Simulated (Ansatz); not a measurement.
in.yaml

```yaml
crystal:
  periodic: [false, false, false]
  atoms:
    - {symbol: Mg, position_ang: [-0.063270, 0.000000, 0.000000]}
    - {symbol: H, position_ang: [0.762834, 0.000000, -1.593717]}
    - {symbol: H, position_ang: [0.762834, 0.000000, 1.593717]}
basis:
  gaussian: {orbitals: "6-31G*"}
total_charge: 1
magnetization: {spin_polarized: true, initial_magnetization: 1}
hamiltonian: {xc: {name: B3LYP}}
correlation: {method: ccsd_t, electrons: outside_noble_gas}
scf: {lower_state_search: off}
```

```sh
$ ansatz run in.yaml --threads 1 --pin off --events-out ev --progress --plain --max-ram 2393MiB
```

Task: Roughly how long does this take on 1 thread of Arm Neoverse V1, shared host, and how much host memory?

Result: 0.69 s wall and 0.07 GiB.

```
these checks for a lower state are left out or cut short: stability, starts, cluster_reference, orbital_swaps, neighbouring_geometries, increment
201 factors; integrals over basis functions are off by at most 2.3e-4 eV
mean field evaluation 1: about -5466.1275 eV, gradient 5.6e0 eV
mean field evaluation 2: about -5466.1307 eV, gradient 5.6e0 eV
mean field evaluation 4: about -5466.5503 eV, gradient 3.1e-1 eV
mean field evaluation 8: about -5466.5532 eV, gradient 9.1e-4 eV
mean field evaluation 16: about -5466.5532 eV, gradient 7.2e-7 eV
mean field -5466.55324040 eV, -200.8921262218 hartree, gradient 7.2e-7 eV, S^2 0.788711; 0 other end points of the search recorded, 0 dependent functions left out
5 core orbitals not correlated: weight in the atoms' cores, before any rotation towards them, 1.000 or more for the frozen orbitals, at most 0.000 for the correlated occupied ones
reference -5452.46052571 eV, -200.3742285093 hartree; 2, 1 occupied and 16, 17 virtual orbitals, 201 factors
second order -0.65358075 eV of doubles, -0.12800156 eV of singles
cycle   1  -0.89146398 eV  change   -2.2e-1 eV  update   5.3e-2
cycle   2  -1.06098332 eV  change   -1.7e-1 eV  update   3.0e-2
cycle   3  -1.10645474 eV  change   -4.5e-2 eV  update   1.6e-2
cycle   4  -1.13394355 eV  change   -2.7e-2 eV  update   8.0e-3
cycle   5  -1.13521629 eV  change   -1.3e-3 eV  update   3.5e-3
cycle   6  -1.14055839 eV  change   -5.3e-3 eV  update   1.3e-3
cycle   7  -1.13879689 eV  change    1.8e-3 eV  update   6.0e-4
cycle   8  -1.13910528 eV  change   -3.1e-4 eV  update   2.6e-4
cycle   9  -1.13929433 eV  change   -1.9e-4 eV  update   9.2e-5
cycle  10  -1.13918376 eV  change    1.1e-4 eV  update   2.6e-5
cycle  11  -1.13918370 eV  change    6.1e-8 eV  update   6.9e-6
cycle  12  -1.13918549 eV  change   -1.8e-6 eV  update   2.1e-6
cycle  13  -1.13918547 eV  change    2.4e-8 eV  update   8.3e-7
perturbative correction -0.00974156 eV, -0.0003579957 hartree
WARN: these amplitudes may be one of several solutions (largest doubles amplitude 0.14, level shift 3.38 eV)
Total energy: -5453.60945274 eV, -200.4164507989 hartree
Checks for a lower state left out: stability, starts, cluster_reference, orbital_swaps, neighbouring_geometries, increment
```
